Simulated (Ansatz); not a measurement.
## Energy profile

The step: C₂H₂ (C#C) + CH₃ → C₃H₅ ([CH][CH][CH3]); bonds formed: C1–C3 (atoms numbered as in the saddle structure below).

```tsv
atom	x (Å)	y (Å)	z (Å)
C1	-1.0557	-0.2912	0.1249
C2	-1.5796	0.5097	-0.6229
C3	1.2538	-0.1067	0.2389
H4	-0.9986	-1.0966	0.8227
H5	-1.8578	1.2739	-1.3109
H6	1.3263	0.1276	1.2929
H7	1.4154	0.6956	-0.4664
H8	1.4963	-1.1123	-0.0790
```

Electronic energies by CCSD(T) at an estimated basis limit (MP2 extrapolated from triple and quadruple zeta, plus CCSD(T) − MP2 in triple zeta), on PBE0-D4/def2-TZVP structures; C3H5, doublet; no counterpoise correction; spin–orbit coupling, which lowers free halogen atoms and radicals such as OH and SH, is left out. Ansatz 0.2.0; basis: def2-TZVPP and def2-QZVPP; cores frozen in the correlated methods; orbitals are unrestricted. Extrapolation: Hartree–Fock as exp(−7.88 √X), correlation as X^−2.97.

Task: Give the profile in eV, counted from the separated reactants. (An estimate is asked for; the value comes from the calculation.)

Result: Computed:
| point | eV |
| --- | --- |
| separated: C2H2 (linked as [CH][CH]; C1, C2, H4, H5; singlet) + CH3 (C3, H6, H7, H8; doublet) | 0.000 |
| start structure | -0.043 |
| saddle | 0.370 |
| end structure | -1.243 |

T1 diagnostic: at most 0.038. ⟨S²⟩ of the unrestricted Hartree–Fock references: 0.76 to 0.98 (a pure state has 0.75). The unrestricted reference is spin-contaminated, which hurts MP2 most.

For scale, one of the runs: CCSD(T)/def2-TZVPP, 163 basis functions, launched by `ansatz run in.yaml --threads 2 --pin off --events-out ev --progress --plain --max-ram 4352MiB`. The run took 60 s on 2 CPU threads of an Arm Neoverse V2 (shared host), with 3.1 GiB of host memory at its peak.
